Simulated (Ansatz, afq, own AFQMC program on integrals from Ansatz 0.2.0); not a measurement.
## HSBr, triplet in cc-pVTZ, levels against CCSDT(Q)

```yaml
atoms:
  - { symbol: Br, position_ang: [0.0000, 0.0000, -1.5262] }
  - { symbol: H, position_ang: [0.0000, 0.0000, -0.1056] }
  - { symbol: S, position_ang: [0.0000, 0.0000, 1.6318] }
```

Connectivity, by distances: Br ··· S, 1 bridging H.

Basis cc-pVTZ. Only valence electrons are correlated. AFQMC by an in-house program on the Cholesky factors that Ansatz 0.2.0 writes for its CCSD(T) run. The CISD trial takes its coefficients from CCSD amplitudes. Released means that phaseless walkers are propagated on without the constraint, phases kept. Uncertainties: one standard error, sampling alone. No spin–orbit coupling.

Determinant: UHF, the one that the program's search chose, which needn't be the lowest solution. The geometry is a point of a scan.

No full CI on the walks' own integrals is used here; CCSDT(Q) serves as the reference and is uncertain by about the last step of the cluster series.

Cautions: no relativity below Rb; no spin-orbit coupling; inner d shell frozen; lower spins were not checked.

* T1 diagnostic: 0.0119
* weight of the determinant in the CISD state: 0.858
* ⟨S²⟩ of the determinant: 2.024
* size of the correlated space: 14 electrons in 72 orbitals

Reference: CCSDT(Q), correlation energy -9.751 eV. The released energy is read at 1.62 1/Eh, later times being too noisy (meV from the phaseless value at times in 1/Eh: -11 ± 4 at 0.24, -13 ± 6 at 0.51, -16 ± 4 at 0.99, -16 ± 7 at 1.62, -19 ± 10 at 2.40).

| level | E − E(reference) (mEh) | share of correlation (%) |
| --- | --- | --- |
| HF | 358.36 | 0.00 |
| MP2 | 54.30 | 84.85 |
| CCSD | 14.86 | 95.85 |
| CCSD(T) | 1.83 | 99.49 |
| CCSDT | 0.52 | 99.85 |
| ph-AFQMC/CISD | 0.77 ± 0.18 | 99.78 |
| released AFQMC | 0.18 ± 0.26 | 99.95 |

A walk keeps the symmetry of its determinant, which the program's search chose and which needn't be the lowest solution, so a lower state of the same spin and another symmetry isn't excluded. Released energies are given only where the last usable release times agree within the noise; a slower fall can still hide under it.
